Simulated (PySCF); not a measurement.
This PySCF input asks for the NMR shieldings of `InChI=1S/C4H6FO/c1-2-4(5)3-6/h4H,2H2,1H3/q+1/t4-/m0/s1`; the geometry comes from GFN2-xTB.

```python
import basis_set_exchange as bse
import numpy as np
from pyscf import gto, dft
from pyscf.prop import nmr

atoms = """
C    -1.560368   -0.016785    0.111979
C    -0.202581   -0.220819   -0.541032
C     0.903375    0.306772    0.449112
F     0.848075    1.655144    0.559541
C     2.138620   -0.154051   -0.061124
O     3.027240   -0.616609   -0.552474
H    -2.325307   -0.304036   -0.607581
H    -1.681971   -0.634709    0.998207
H    -1.717597    1.025626    0.376975
H    -0.130063    0.355717   -1.464502
H    -0.033089   -1.276642   -0.756057
H     0.734865   -0.120295    1.460927
"""
names = dict.fromkeys(["C", "F", "O", "H"], "pcSseg-1")
basis = {el: gto.basis.parse(bse.get_basis(n, elements=[el], fmt="nwchem")) for el, n in names.items()}
mol = gto.M(atom=atoms, basis=basis, charge=1, verbose=0)
mf = dft.RKS(mol, xc="PBE0")
mf.grids.level = 2
mf.grids.alignment = dft.numint.BLKSIZE   # the property module wants whole blocks of grid points
mf.conv_tol = 1e-9
mf.kernel()

calc = nmr.RKS(mf)   # GIAO
C = mf.mo_coeff
Co = C[:, mf.mo_occ > 0]
resp = mf.gen_response(singlet=True, hermi=2)
def vind(x):   # induced exchange potential for any number of trial vectors
    d = np.einsum("pi,xij,qj->xpq", C, 2 * x.reshape(-1, C.shape[1], Co.shape[1]), Co, optimize=True)
    return np.einsum("xpq,pi,qj->xij", resp(d - d.transpose(0, 2, 1)), C, Co, optimize=True).ravel()
mo1, _ = nmr.rhf.solve_mo1(calc, with_cphf=vind)
sigma = calc.kernel(mo1)
for i, s in enumerate(sigma):   # ppm
    w = np.linalg.eigvalsh((s + s.T) / 2)
    print("%2d %-2s iso %8.1f  s11 %8.1f  s22 %8.1f  s33 %8.1f" % (i, mol.atom_pure_symbol(i), w.mean(), *w))
```

Problem. What does it print?

Solution. 
```
 0 C  iso    167.9  s11    145.9  s22    170.9  s33    187.0
 1 C  iso    136.7  s11    110.4  s22    131.8  s33    168.0
 2 C  iso    108.3  s11     71.5  s22    104.0  s33    149.5
 3 F  iso    421.8  s11    380.4  s22    418.7  s33    466.1
 4 C  iso     26.3  s11    -98.9  s22    -77.8  s33    255.6
 5 O  iso    -55.9  s11   -234.7  s22   -169.4  s33    236.3
 6 H  iso     29.2  s11     24.4  s22     26.1  s33     37.2
 7 H  iso     29.9  s11     25.7  s22     27.5  s33     36.5
 8 H  iso     29.2  s11     24.6  s22     28.4  s33     34.6
 9 H  iso     28.1  s11     24.2  s22     27.5  s33     32.6
10 H  iso     28.9  s11     24.3  s22     28.4  s33     33.9
11 H  iso     24.9  s11     22.6  s22     23.3  s33     28.8
```

These numbers come from an equivalent density-fitted implementation of the same equations, which agrees with the script to about 0.01 ppm for H and up to a few tenths of a ppm for heavy atoms, so last digits may differ.

Problem. Turn these shieldings into chemical shifts. References, each an isolated molecule treated in the same way: 13C (σref 186.93), 1H (σref 31.72) against TMS; 19F (σref 170.95) against CFCl3; 17O (σref 336.08) vs H2O.

Solution. Averaging equivalent atoms: C 4: 160.6; C 2: 78.6; C 1: 50.2; C 0: 19.0; F 3: -250.8; O 5: 392.0; H 11: 6.81; H 9: 3.60; H 10: 2.84; H 6/7/8: 2.28 ppm. Unscaled 19F shifts against computed CFCl3 carry errors that often reach 10 to 50 ppm. Unscaled 17O shifts of doubly bonded oxygen tend to come out too high, by tens of ppm or more. Experimental scales use liquid or dissolved standards, which lie at an offset from isolated H2O (liquid H2O: subtract about 36 ppm).

Size and cost of the density-fitted run: 132 basis functions, 12 s wall time on 1 thread of an Arm Neoverse V1, shared host.
